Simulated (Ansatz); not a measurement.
# H2O2Si: rotation by 180° about the O1–Si2 bond

How high is the barrier for the rotation by 180° about the O1–Si2 bond? Relax the two ends, then run a nudged elastic band between them. SMILES of the start: O[Si]O.

All numbers below are computed with Ansatz 0.2.0 (RKS PBE0-D4/def2-SVP).

### Step 1. The starting structure

Bond lengths: O1–Si2 1.591 Å, Si2–O3 1.639 Å, O1–H4 1.030 Å, O3–H5 1.003 Å. Angles: O1–Si2–O3 106.1°, Si2–O1–H4 113.7°, Si2–O3–H5 117.0°.

As a file:

```xyz
5

O    -1.4782   -0.1569   -0.2592
Si   -0.2186   -0.7282    0.5280
O     1.0576    0.1954    0.0764
H    -1.2631    0.6613   -0.8461
H     1.9523   -0.0452    0.4595
```

### Step 2. Relaxing end A

Contents of input.yaml:

```yaml
crystal:
  periodic: [false, false, false]
  atoms:
    - { symbol: O, position_ang: [-1.4782, -0.1569, -0.2592] }
    - { symbol: Si, position_ang: [-0.2186, -0.7282, 0.528] }
    - { symbol: O, position_ang: [1.0576, 0.1954, 0.0764] }
    - { symbol: H, position_ang: [-1.2631, 0.6613, -0.8461] }
    - { symbol: H, position_ang: [1.9523, -0.0452, 0.4595] }
basis:
  gaussian: { orbitals: def2-SVP }
hamiltonian:
  xc: pbe0
  dispersion: d4
relax:
  f_tol: 0.015
  max_steps: 40
```

On the command line:

```
ansatz run input.yaml --threads 1 --pin off --max-ram 2048MiB --backend cpu --events-out ev --progress --plain --runs-dir out
```

What it wrote, shortened:

```text
Warning: RAYON_NUM_THREADS=1 ignored (pool sized by the plan → 1); use --threads N
[...]
Functional definition: PBE0
[...]
565 factors; integrals over basis functions are off by at most 3.0e-4 eV
[...]
mean field -11991.88830596 eV, -440.6937668503 hartree, gradient 4.5e-5 eV, S^2 0.000000; 0 other end points of the search recorded, 0 dependent functions left out
[...]
reference -11991.88832713 eV, -440.6937676280 hartree; 16, 16 occupied and 40, 40 virtual orbitals, 565 factors
relax step   1: F+E_penalty+E_count = -11991.94662130 eV  Δ(F+E_penalty+E_count) = +0.000e0 eV  max|allowed force component| = 3.368e0 eV/Å  Δτ_max = 0.0000 Å  (22 SCF iters, accepted)
[...]
relax step   4: F+E_penalty+E_count = -11992.24100049 eV  Δ(F+E_penalty+E_count) = -1.322e-3 eV  max|allowed force component| = 3.566e-2 eV/Å  Δτ_max = 0.0055 Å  (24 SCF iters, accepted)
[...]
relax step   5: F+E_penalty+E_count = -11992.24104608 eV  Δ(F+E_penalty+E_count) = -4.560e-5 eV  max|allowed force component| = 1.059e-2 eV/Å  Δτ_max = 0.0012 Å  (18 SCF iters, accepted)
565 factors; integrals over basis functions are off by at most 3.1e-4 eV
mean field -11992.18275876 eV, -440.7045877909 hartree, gradient 3.3e-5 eV, S^2 0.000000; 1 other end points of the search recorded, 0 dependent functions left out
[...]
reference -11992.18277926 eV, -440.7045885445 hartree; 16, 16 occupied and 40, 40 virtual orbitals, 565 factors
Total energy: -11992.24106659 eV, -440.7067305641 hartree
Atom 0 at    -1.454739    -0.104443    -0.278834 Å, force    -0.010588     0.006293    -0.007457 eV/Å
Atom 1 at    -0.217443    -0.805352     0.578367 Å, force     0.008632    -0.001065     0.002807 eV/Å
Atom 2 at     1.033363     0.191393     0.064650 Å, force     0.002388     0.003498    -0.002284 eV/Å
Atom 3 at    -1.214638     0.650805    -0.833806 Å, force     0.005470    -0.006455     0.006436 eV/Å
Atom 4 at     1.903457    -0.006002     0.428223 Å, force    -0.005902    -0.002271     0.000498 eV/Å
Dipole moment:     0.381746     0.150959    -0.032734 e Å
```

It took 6.4 s on 1 thread of Arm Neoverse V2, shared host; peak memory 0.11 GiB.

Relaxation path:

```
step  energy from step 1 (eV)  largest force component (eV/Å)
   1                   0.0000                          3.3682
   2                  -0.2292                          1.4568
   3                  -0.2931                          0.2734
   4                  -0.2944                          0.0357
   5                  -0.2944                          0.0106
```

Step 1 is the start.

After: Bond lengths: O1–Si2 1.660 Å, Si2–O3 1.680 Å, O1–H4 0.967 Å, O3–H5 0.963 Å. Angles: O1–Si2–O3 98.4°, Si2–O1–H4 116.2°, Si2–O3–H5 115.8°.

### Step 3. End point B

The second end starts from a geometry with the move made by hand.

Contents of input.yaml:

```yaml
crystal:
  periodic: [false, false, false]
  atoms:
    - { symbol: O, position_ang: [-1.4782, -0.1569, -0.2592] }
    - { symbol: Si, position_ang: [-0.2186, -0.7282, 0.528] }
    - { symbol: O, position_ang: [-0.7743, -1.97859, 1.42988] }
    - { symbol: H, position_ang: [-1.2631, 0.6613, -0.8461] }
    - { symbol: H, position_ang: [-0.11133, -2.44448, 2.02027] }
basis:
  gaussian: { orbitals: def2-SVP }
hamiltonian:
  xc: pbe0
  dispersion: d4
relax:
  f_tol: 0.015
  max_steps: 40
```

On the command line:

```
ansatz run input.yaml --threads 1 --pin off --max-ram 2048MiB --backend cpu --events-out ev --progress --plain --runs-dir out
```

What it wrote, shortened:

```text
Warning: RAYON_NUM_THREADS=1 ignored (pool sized by the plan → 1); use --threads N
[...]
[... 1 set-up line as earlier in the session ...]
[...]
564 factors; integrals over basis functions are off by at most 3.2e-4 eV
[...]
mean field -11991.78789060 eV, -440.6900766537 hartree, gradient 5.6e-5 eV, S^2 0.000000; 0 other end points of the search recorded, 0 dependent functions left out
[...]
reference -11991.78791128 eV, -440.6900774138 hartree; 16, 16 occupied and 40, 40 virtual orbitals, 564 factors
relax step   1: F+E_penalty+E_count = -11991.84528098 eV  Δ(F+E_penalty+E_count) = +0.000e0 eV  max|allowed force component| = 3.275e0 eV/Å  Δτ_max = 0.0000 Å  (22 SCF iters, accepted)
[...]
relax step   5: F+E_penalty+E_count = -11992.16748535 eV  Δ(F+E_penalty+E_count) = -4.312e-4 eV  max|allowed force component| = 2.182e-2 eV/Å  Δτ_max = 0.0062 Å  (23 SCF iters, accepted)
[...]
relax step   6: F+E_penalty+E_count = -11992.16759053 eV  Δ(F+E_penalty+E_count) = -1.052e-4 eV  max|allowed force component| = 6.844e-3 eV/Å  Δτ_max = 0.0048 Å  (24 SCF iters, accepted)
564 factors; integrals over basis functions are off by at most 3.1e-4 eV
mean field -11992.11011311 eV, -440.7019181127 hartree, gradient 1.4e-5 eV, S^2 0.000000; 1 other end points of the search recorded, 0 dependent functions left out
[...]
reference -11992.11013303 eV, -440.7019188446 hartree; 16, 16 occupied and 40, 40 virtual orbitals, 564 factors
Total energy: -11992.16761045 eV, -440.7040311008 hartree
Atom 0 at    -1.465679    -0.168792    -0.233627 Å, force     0.002928     0.003860    -0.002208 eV/Å
Atom 1 at    -0.094277    -0.693876     0.553322 Å, force    -0.000480     0.000600    -0.001798 eV/Å
Atom 2 at    -0.795425    -1.941087     1.406739 Å, force     0.003586    -0.003697     0.001728 eV/Å
Atom 3 at    -1.313684     0.582321    -0.817414 Å, force    -0.000788    -0.006844     0.006325 eV/Å
Atom 4 at    -0.176465    -2.425435     1.963831 Å, force    -0.005246     0.006081    -0.004047 eV/Å
Dipole moment:     0.286778     0.099297    -0.009723 e Å
```

Wall time 7 s (1 thread of Arm Neoverse V2, shared host); peak memory 0.11 GiB.

The steps of the relaxation:

```
step  energy from step 1 (eV)  largest force component (eV/Å)
   1                   0.0000                          3.2752
   2                  -0.2530                          1.8493
   3                  -0.3118                          0.5435
   4                  -0.3218                          0.0550
   5                  -0.3222                          0.0218
   6                  -0.3223                          0.0068
```

Step 1 is the start.

After: Bond lengths: O1–Si2 1.666 Å, Si2–O3 1.666 Å, O1–H4 0.963 Å, O3–H5 0.963 Å. Angles: O1–Si2–O3 97.6°, Si2–O1–H4 113.7°, Si2–O3–H5 113.7°.

### Step 4. The band

crystal.atoms is end A as relaxed above, and neb.final_atoms is end B, turned to lie on A. With 5 inner images the band has 7 in all. The start path is listed, through a guess of the saddle.

Contents of input.yaml:

```yaml
crystal:
  periodic: [false, false, false]
  atoms:
    - { symbol: O, position_ang: [-1.454739, -0.104443, -0.278834] }
    - { symbol: Si, position_ang: [-0.217443, -0.805352, 0.578367] }
    - { symbol: O, position_ang: [1.033363, 0.191393, 0.06465] }
    - { symbol: H, position_ang: [-1.214638, 0.650805, -0.833806] }
    - { symbol: H, position_ang: [1.903457, -0.006002, 0.428223] }
basis:
  gaussian: { orbitals: def2-SVP }
hamiltonian:
  xc: pbe0
  dispersion: d4
neb:
  order_check: false
  images: 5
  f_tol: 0.05
  max_iterations: 60
  final_atoms:
    - { symbol: O, position_ang: [-1.09083706, 0.38872731, -0.59331805] }
    - { symbol: Si, position_ang: [-0.16450268, -0.57297604, 0.40306373] }
    - { symbol: O, position_ang: [1.2979632, 0.17857863, 0.1350647] }
    - { symbol: H, position_ang: [-2.02232405, 0.14361865, -0.61159936] }
    - { symbol: H, position_ang: [2.02970059, -0.21154755, 0.62538899] }
  initial_path:
    images:
      - { positions_ang: [[-1.454739, -0.104443, -0.278834], [-0.217443, -0.805352, 0.578367], [1.033363, 0.191393, 0.06465], [-1.214638, 0.650805, -0.833806], [1.903457, -0.006002, 0.428223]] }
      - { positions_ang: [[-1.43939087, -0.00616115, -0.2028982], [-0.19431929, -0.78170267, 0.46757691], [1.07012195, 0.21776807, 0.15354925], [-1.3352944, 0.55101022, -0.90721958], [1.94888261, -0.05451346, 0.44759161]] }
      - { positions_ang: [[-1.42404274, 0.0921207, -0.12696239], [-0.17119559, -0.75805334, 0.35678681], [1.1068809, 0.24414313, 0.24244851], [-1.4559508, 0.45121543, -0.98063315], [1.99430822, -0.10302493, 0.46696022]] }
      - { positions_ang: [[-1.4086946, 0.19040256, -0.05102659], [-0.14807188, -0.73440401, 0.24599672], [1.14363985, 0.2705182, 0.33134776], [-1.5766072, 0.35142065, -1.05404673], [2.03973382, -0.15153639, 0.48632884]] }
      - { positions_ang: [[-1.30274209, 0.25651081, -0.23179041], [-0.15354881, -0.68059469, 0.29835239], [1.19508097, 0.23987168, 0.26592007], [-1.72517948, 0.28215331, -0.90656427], [2.03638941, -0.17154011, 0.53268222]] }
      - { positions_ang: [[-1.19678958, 0.32261906, -0.41255423], [-0.15902575, -0.62678536, 0.35070806], [1.24652209, 0.20922516, 0.20049239], [-1.87375177, 0.21288598, -0.75908182], [2.033045, -0.19154383, 0.57903561]] }
      - { positions_ang: [[-1.09083706, 0.38872731, -0.59331805], [-0.16450268, -0.57297604, 0.40306373], [1.2979632, 0.17857863, 0.1350647], [-2.02232405, 0.14361865, -0.61159936], [2.02970059, -0.21154755, 0.62538899]] }
```

On the command line:

```
ansatz run input.yaml --threads 1 --pin off --max-ram 2048MiB --backend cpu --events-out ev --progress --plain --runs-dir out
```

What it wrote, shortened:

```text
Warning: RAYON_NUM_THREADS=1 ignored (pool sized by the plan → 1); use --threads N
[...]
[... 1 set-up line as earlier in the session ...]
[...]
564 factors; integrals over basis functions are off by at most 2.9e-4 eV
[...]
mean field -11992.18276236 eV, -440.7045879234 hartree, gradient 5.5e-5 eV, S^2 0.000000; 0 other end points of the search recorded, 0 dependent functions left out
[...]
reference -11992.18278285 eV, -440.7045886765 hartree; 16, 16 occupied and 40, 40 virtual orbitals, 564 factors
564 factors; integrals over basis functions are off by at most 4.9e-4 eV
[...]
mean field -11992.11010986 eV, -440.7019179932 hartree, gradient 5.0e-5 eV, S^2 0.000000; 0 other end points of the search recorded, 0 dependent functions left out
[...]
reference -11992.11012978 eV, -440.7019187252 hartree; 16, 16 occupied and 40, 40 virtual orbitals, 564 factors
[...]
NEB iter   1: max|band force component| = 1.592e1 eV/Å  barrier→ = 1.8495 eV  barrier← = 1.7760 eV  Δτ_max = 0.1447 Å  (157 SCF iters)
[...]
NEB iter   7: max|band force component| = 9.147e-2 eV/Å  barrier→ = 0.3158 eV  barrier← = 0.2423 eV  CI = image 3  Δτ_max = 0.0136 Å  (120 SCF iters)
[...]
NEB iter   8: max|band force component| = 2.716e-2 eV/Å  barrier→ = 0.3152 eV  barrier← = 0.2418 eV  CI = image 3  Δτ_max = 0.0000 Å  (241 SCF iters)
Total energy: -11991.92583228 eV, -440.6951459172 hartree
Atom 0 at    -1.329772     0.210704    -0.153763 Å, force     0.016104    -0.010230    -0.003060 eV/Å
Atom 1 at    -0.093670    -0.805823     0.268490 Å, force    -0.001843     0.005676     0.004835 eV/Å
Atom 2 at     1.192852     0.262540     0.268500 Å, force    -0.007132    -0.004901     0.003085 eV/Å
Atom 3 at    -1.734954     0.393824    -1.003023 Å, force    -0.013826     0.007900    -0.004095 eV/Å
Atom 4 at     2.015543    -0.134844     0.578396 Å, force     0.006698     0.001556    -0.000765 eV/Å
Dipole moment:     0.120042    -0.095820    -0.222597 e Å
this run last wrote the band of iteration 8 to <dir>
```

Run time: 45 s. Hardware: 1 thread of Arm Neoverse V2, shared host; peak memory 0.1 GiB.

### Step 5. The band, image by image

The 5 inner images lie between the fixed ends 0 and 6. Energy is taken from image 0, and the path length is the program's own coordinate along the band.

| image | path (Å) | energy (eV) | dihedral H4–O1–Si2–O3 (°) | band force (eV/Å) |
| --- | --- | --- | --- | --- |
| 0 | 0.000 | 0.0000 | 0 | - |
| 1 | 0.304 | 0.0552 | 13 | 0.007 |
| 2 | 0.607 | 0.2109 | 50 | 0.027 |
| 3* | 0.911 | 0.3152 | 96 | 0.016 |
| 4 | 1.160 | 0.2468 | 128 | 0.021 |
| 5 | 1.410 | 0.1268 | 156 | 0.010 |
| 6 | 1.660 | 0.0735 | -180 | - |

The star marks the climbing image.

image, energy (eV) and a bar:
```
        0      0.000 
        1      0.055 #####
        2      0.211 ####################
        3      0.315 ##############################
        4      0.247 #######################
        5      0.127 ############
        6      0.073 #######
```

The top of the band by iteration:

```csv
iteration,highest image above image 0 (eV),largest band force (eV/Å)
1,1.8495,15.916
2,0.4099,1.842
3,0.3437,0.722
4,0.3324,0.271
5,0.3272,0.207
6,0.3201,0.202
7,0.3158,0.091
8,0.3152,0.027
```

The band as a trajectory file:

```xyz
5
image=0 dE=0.0000
O    -1.455   -0.104   -0.279
Si   -0.217   -0.805    0.578
O     1.033    0.191    0.065
H    -1.215    0.651   -0.834
H     1.903   -0.006    0.428
5
image=1 dE=0.0552
O    -1.445   -0.061   -0.245
Si   -0.162   -0.773    0.521
O     1.129    0.219    0.109
H    -1.433    0.623   -0.924
H     1.961   -0.081    0.497
5
image=2 dE=0.2109
O    -1.405    0.058   -0.186
Si   -0.120   -0.781    0.418
O     1.184    0.246    0.180
H    -1.609    0.525   -0.999
H     1.999   -0.122    0.546
5
image=3 dE=0.3152
O    -1.330    0.211   -0.154
Si   -0.094   -0.806    0.268
O     1.193    0.263    0.269
H    -1.735    0.394   -1.003
H     2.016   -0.135    0.578
5
image=4 dE=0.2468
O    -1.234    0.364   -0.215
Si   -0.116   -0.758    0.281
O     1.218    0.244    0.257
H    -1.849    0.242   -0.940
H     2.030   -0.166    0.575
5
image=5 dE=0.1268
O    -1.142    0.446   -0.390
Si   -0.150   -0.662    0.356
O     1.259    0.215    0.204
H    -1.956    0.134   -0.793
H     2.039   -0.206    0.582
5
image=6 dE=0.0735
O    -1.091    0.389   -0.593
Si   -0.165   -0.573    0.403
O     1.298    0.179    0.135
H    -2.022    0.144   -0.612
H     2.030   -0.212    0.625
```

### Step 6. Vibrations at the top

The geometry is the highest inner image of the first converged band.

Contents of input.yaml:

```yaml
crystal:
  periodic: [false, false, false]
  atoms:
    - { symbol: O, position_ang: [-1.329772, 0.210704, -0.153763] }
    - { symbol: Si, position_ang: [-0.09367, -0.805823, 0.26849] }
    - { symbol: O, position_ang: [1.192852, 0.26254, 0.2685] }
    - { symbol: H, position_ang: [-1.734954, 0.393824, -1.003023] }
    - { symbol: H, position_ang: [2.015543, -0.134844, 0.578396] }
basis:
  gaussian: { orbitals: def2-SVP }
hamiltonian:
  xc: pbe0
  dispersion: d4
phonons: {}
```

On the command line:

```
ansatz run input.yaml --threads 1 --pin off --max-ram 2048MiB --backend cpu --events-out ev --progress --plain --runs-dir out
```

What it wrote, shortened:

```text
Warning: RAYON_NUM_THREADS=1 ignored (pool sized by the plan → 1); use --threads N
[...]
[... 1 set-up line as earlier in the session ...]
[...]
562 factors; integrals over basis functions are off by at most 4.5e-4 eV
[...]
mean field -11991.86820208 eV, -440.6930280461 hartree, gradient 3.8e-5 eV, S^2 0.000000; 0 other end points of the search recorded, 0 dependent functions left out
[...]
reference -11991.86822235 eV, -440.6930287911 hartree; 16, 16 occupied and 40, 40 virtual orbitals, 562 factors
[...]
562 factors; integrals over basis functions are off by at most 4.5e-4 eV
[...]
mean field -11991.86814635 eV, -440.6930259983 hartree, gradient 1.1e-6 eV, S^2 0.000000; 0 other end points of the search recorded, 0 dependent functions left out
[...]
reference -11991.86816663 eV, -440.6930267434 hartree; 16, 16 occupied and 40, 40 virtual orbitals, 562 factors
[...]
562 factors; integrals over basis functions are off by at most 4.5e-4 eV
[...]
mean field -11991.86818450 eV, -440.6930274000 hartree, gradient 1.0e-6 eV, S^2 0.000000; 0 other end points of the search recorded, 0 dependent functions left out
[...]
reference -11991.86820477 eV, -440.6930281449 hartree; 16, 16 occupied and 40, 40 virtual orbitals, 562 factors
WARN: phonons: modes at or below zero, which the zero-point energy, F, S and C_V leave out: 1, the lowest at -520.53 cm⁻¹. A minimum has none, and a first-order saddle one
Total energy: -11991.92583050 eV, -440.6951458514 hartree
Atom 0 at    -1.329772     0.210704    -0.153763 Å, force     0.016108    -0.010202    -0.003101 eV/Å
Atom 1 at    -0.093670    -0.805823     0.268490 Å, force    -0.001817     0.005669     0.004841 eV/Å
Atom 2 at     1.192852     0.262540     0.268500 Å, force    -0.007162    -0.004932     0.003080 eV/Å
Atom 3 at    -1.734954     0.393824    -1.003023 Å, force    -0.013818     0.007891    -0.004055 eV/Å
Atom 4 at     2.015543    -0.134844     0.578396 Å, force     0.006689     0.001574    -0.000764 eV/Å
Dipole moment:     0.120042    -0.095820    -0.222598 e Å
Vibrations: -520.53 341.44 395.49 521.29 787.73 858.25 904.17 3890.04 3980.10 cm⁻¹, zero-point energy 0.723976 eV
```

Run time: 22 s. Hardware: 1 thread of Arm Neoverse V2, shared host; peak memory 0.1 GiB.

Of 9 modes, 1 is imaginary by more than 30 cm⁻¹ (521i cm⁻¹).

### Step 7. Results

| quantity | value |
| --- | --- |
| end A | 4 moves, 0.294 eV lower |
| end B | 5 moves, 0.322 eV lower |
| barrier forwards | 0.32 eV |
| barrier backwards | 0.24 eV |
| second end relative to first | +0.073 eV |
| highest image | 3 of 0 to 6, climbing |
| band iterations | 8 |
| imaginary modes at the top | 521i cm⁻¹ |

What this shows: Along this path the system climbs 0.32 eV from the first end (12 kT at 300 K); with a typical attempt rate of 10^13 per second that is roughly 10^8 events a second. The second end lies 0.073 eV above the first, so the way back costs 0.24 eV. The listed dihedral goes from 0° at end A through 96° at the highest image to -180° at end B. One imaginary mode, as a first-order saddle point has. Zero-point energy and entropy are left out.
